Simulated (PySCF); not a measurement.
The isolated species borinic acid (`BO`) is ionised with Mg Kα (hν = 1253.6 eV). Calculated photoelectron kinetic energies of its computed core levels, recoil neglected:

| line | kinetic energy (eV) |
| --- | --- |
| 1 | 1056.26 |
| 2 | 713.72 |

Computed with delta-SCF UKS SCAN, pcX-2 on the ionised atom, pcseg-1 elsewhere, spin-free X2C (PySCF 2.14.0).

Problem. Convert to binding energies and name the level and atom behind each line. Numbering: `[BH2:1][OH:2]`.

Solution. Against the vacuum level, binding energy = hν − kinetic energy.

```
line  binding energy (eV)  level  atoms             environment
   1               197.34   B 1s     B1  three-coordinate boron
   2               539.88   O 1s     O2      boron-bound oxygen
```

Problem. Where does line 2 move with hν = 1486.6 eV?

Solution. To 1486.6 − 539.88 = 946.72 eV; every photoline shifts by the change in photon energy, +233.0 eV.

Problem. Which photon energy gives electrons from B 1s of B1 a kinetic energy of 20 eV, and what is their de Broglie wavelength?

Solution. hν = 197.34 + 20 = 217.34 eV, recoil neglected; λ = 12.264 Å/√(E/eV) = 2.74 Å.

Other core shells, valence and Auger electrons aren't listed. The structure is a single PBE0-D3(BJ)/def2-SVP conformer in the gas phase; no vibrational or solvent corrections.
